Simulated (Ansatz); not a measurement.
Na vacancy in Na

Level of theory: DFT r2SCAN, scalar-relativistic, plane waves, PAW (Ansatz 0.2.0). Settings: 500 eV cutoff, 3×3×3 k-mesh, Gaussian smearing of 0.10 eV, no spin polarisation.

Host crystal, relaxed:

```
Na
1.0
    -2.11165    2.11165    2.11165
     2.11165   -2.11165    2.11165
     2.11165    2.11165   -2.11165
Na
1
Direct
  0.00000 0.00000 0.00000
```

Supercell of 32 atoms, rows in host cell vectors: -2 0 2; -2 2 0; -4 -2 -2. Atoms relax at the host's cell, keeping the symmetry that the supercell leaves at the site. The cell is small, so energies carry finite-size errors of tenths of an eV. The host is a metal. Atoms are taken from and returned to the elements' standard states.

Defect: Na vacancy set at (0.000, 0.000, 0.000) of the host cell. Before relaxation its nearest neighbours are 8 Na at 3.66 Å.

| charge | E_f at the valence band top (eV) | moment (μB) | largest move (Å) | atoms near the site |
| --- | --- | --- | --- | --- |
| 0 | 0.39 | 0.00 | 0.23 | 8 Na at 3.43 Å |

Cost: 2 runs of about 16 core-minutes in all, on Intel Xeon Processor @ 2.10GHz (Emerald Rapids) (shared hosts).